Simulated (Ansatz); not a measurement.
System: 1T (CdI2-type) CdI₂. Method: LDA (plane waves, PAW; Ansatz, a program for electronic structure).

Numerical settings: plane-wave cutoff 520 eV, 12×12×6 k mesh (along the axes of the cell as run), Fermi–Dirac smearing 0.01 eV, scalar-relativistic PAW data made under PBE.

Shape and atoms are relaxed at each volume.

Pressure at four volumes; x = ln(V/33.332 Å³). One pressure is withheld.

```json
[
 {"V (Å³/atom)": "31.999", "x": "-0.0408", "P (GPa)": "?"},
 {"V (Å³/atom)": "32.665", "x": "-0.0202", "P (GPa)": "0.427"},
 {"V (Å³/atom)": "33.332", "x": "0.0000", "P (GPa)": "0.000"},
 {"V (Å³/atom)": "34.665", "x": "0.0392", "P (GPa)": "-0.582"}
]
```

Q: Pass a parabola P(x) through the three rows shown, estimate the bulk modulus and its pressure derivative near zero pressure, and predict the withheld pressure.

A: Slopes between the rows: (0.000 − (0.427))/(0.0000 − (-0.0202)) = -21.14 and (-0.582 − (0.000))/(0.0392 − (0.0000)) = -14.85 GPa. Their difference over the span 0.0594 is c = 6.29/0.0594 = 105.9 GPa, so P(x) = 0.427 + (-21.14)(x − (-0.0202)) + 105.9 (x − (-0.0202))(x − (0.0000)). At the middle row B = −dP/dx = −[-21.14 + 105.9 × 0.0202] = 19.0 GPa, and B′ = dB/dP = 2c/B = 11.1. At x = -0.0408 the parabola gives 0.951 GPa; the run gives 0.962 GPa. The Birch–Murnaghan fit to the energies at all volumes has B0 = 18.9 GPa and B′ = 11.7.

Spin–orbit coupling is not included.
